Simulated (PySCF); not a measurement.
C₂H₂, SMILES C#C. Heavy atoms are numbered as in [CH:1]#[CH:2]. Hydrogens are named by the atom that carries them.

Coordinates come from a ωB97X-D3(BJ)/def2-TZVPD optimisation.

All values below come from KT2/pcSseg-2 (PySCF).

GIAO shieldings, no solvent; atoms alike by connectivity are averaged. δ = σ(ref) − σ: ¹³C against TMS (σ = 184.2 ppm); ¹H against TMS (σ = 31.47 ppm), references at their B3LYP-D3(BJ)/def2-TZVP geometries, non-relativistic.

```csv
nucleus,atoms,count,δ (ppm)
¹³C,C1 (CH),2,67.6
¹H,H on C1,2,1.40
```
